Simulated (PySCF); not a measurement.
Gas-phase reaction: Al + N + 2 H + 2 Cl ⇌ AlCl₂NH₂

Method: PySCF energies plus ideal-gas RRHO corrections (1 bar). † marks an energy on the PBE0/def2-TZVP geometry and frequencies; other levels use their own. CCSD(T) freezes the core. 6-31G* has spherical d functions here. Open shells (unrestricted): Al (multiplicity 2, electronic degeneracy 6), N (multiplicity 4), H (multiplicity 2), Cl (multiplicity 2, electronic degeneracy 6); the rest are closed-shell singlets. Spin-orbit splitting is ignored; it lowers the true energy and changes the entropy of Al, Cl. B3LYP is the form with VWN-RPA correlation. AlCl₂NH₂: computed as isolated molecules; such fragments, hydroxides, amides, oligomers or adducts are transient or little studied in the gas. CCSD(T) isn't extrapolated to the basis-set limit; its ΔH°(298 K) is -1811.9 kJ in def2-SVP and -1910.9 kJ in def2-TZVPP. The harmonic model lacks anharmonicity and excited electronic states, which grow with temperature; levels with a mode under 35 cm⁻¹ are left out.

ΔH° and ΔS° at 298 K: B3LYP/6-31G* -1877 kJ, -560 J/K; B3LYP/def2-TZVP† -1930 kJ, -561 J/K; CCSD(T)/def2-SVP† -1812 kJ, -561 J/K; HF/6-31G* -1349 kJ, -565 J/K.

Task: With the heat capacities included, give log10 K (1 bar) at 500, 600, 800, 1000, 2000 K from B3LYP/6-31G*, B3LYP/def2-TZVP†, CCSD(T)/def2-SVP†, HF/6-31G*.

Result: 
| T (K) | B3LYP/6-31G* | B3LYP/def2-TZVP† | CCSD(T)/def2-SVP† | HF/6-31G* |
|---|---|---|---|---|
| 500 | 166.6 | 172.1 | 159.8 | 111.2 |
| 600 | 133.8 | 138.4 | 128.1 | 87.6 |
| 800 | 92.7 | 96.2 | 88.4 | 58.0 |
| 1000 | 68.0 | 70.8 | 64.6 | 40.2 |
| 2000 | 18.6 | 19.9 | 16.8 | 4.4 |
